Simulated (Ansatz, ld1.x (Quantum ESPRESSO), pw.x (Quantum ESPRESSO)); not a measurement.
## From atom to crystal: PAW potential for Ba (Z = 56)

| Quantity | Value |
| --- | --- |
| Element | barium (Ba) |
| Generator | ld1.x (Quantum ESPRESSO) 7.5 |
| Type | PAW |
| Functional | PBE |
| Relativity | scalar-relativistic |
| Frozen core | [Kr] 4d10 |
| Valence charge | 10 |
| Reference configuration | 5s2 5p6 5d0 6s2 6p0 |
| Partial waves | 5s (bound): rcut 2.15, rcutus 2.85 bohr; 6s (bound): rcut 2.15, rcutus 2.85 bohr; 5p (bound): rcut 2.85, rcutus 3.20 bohr; 6p (bound, empty): rcut 2.85, rcutus 3.20 bohr; 5d (bound, empty): rcut 3.70, rcutus 4.40 bohr; 5d channel at 0.75 Ry: rcut 3.70, rcutus 4.40 bohr |
| Local potential | all-electron potential smoothed inside 3.65 bohr (lloc = -1) |
| Core correction | Bessel-smoothed model core inside 2.90 bohr |
| Augmentation charge | BESSEL, radius 2.40 bohr |

Crystal test: bcc Ba in pw.x 7.5, no spin, 9³ k-points, Fermi–Dirac smearing 0.01 Ry, cutoffs 40/320 Ry. The reference is all-electron LAPW (Ansatz 0.2.0) with the same functional, mesh and smearing; V0 and B0 come from Birch–Murnaghan fits to the pressures at five volumes. Errors are pseudo minus all-electron; Δ is the rms difference of the E(V) curves that follow from these fits, minima aligned, over ±6 % about the mean V0. Mesh and smearing are coarse, so the numbers serve the comparison and aren't converged zero-temperature values; the lattice is a test structure that the element need not adopt.

All-electron: a0 = 5.031 Å (V0 = 63.67 Å³/atom), B0 = 8.4 GPa.

**Question.** How far does the potential miss the all-electron equation of state?

**Answer.** mean pressure error (GPa): -0.10; a0 (Å): 5.011; a0 error (%): -0.40; B0 error (%): -0.1; Δ (meV/atom): 1.4. The largest radius (4.40 bohr) exceeds half the bond length (4.12 bohr), so the spheres overlap, which is one possible source of error among others. Atomic configuration tests: test run stopped at test 4 of 7 (negative rho).

```
V (Å³/atom)  P all-electron (GPa)  P pseudo (GPa)
     60.428                  0.47            0.36
     62.018                  0.23            0.12
     63.608                  0.01           -0.09
     65.198                 -0.19           -0.29
     66.788                 -0.38           -0.46
```

**Question.** At the middle volume, how do free energy and pressure move when the wave cutoff is lowered (ecutrho held at 320 Ry)?

**Answer.**

```
cutoff (Ry)  shift of F (meV/atom)  shift of P (GPa)
         18                   +4.9             -0.03
         24                   +0.8             +0.00
         32                   +0.2             +0.00
```

The run at the middle volume (35 k-points, 11 iterations) took about 20 s on one core of a shared host (Neoverse-V2, 32 threads, 247 GiB, load 20).
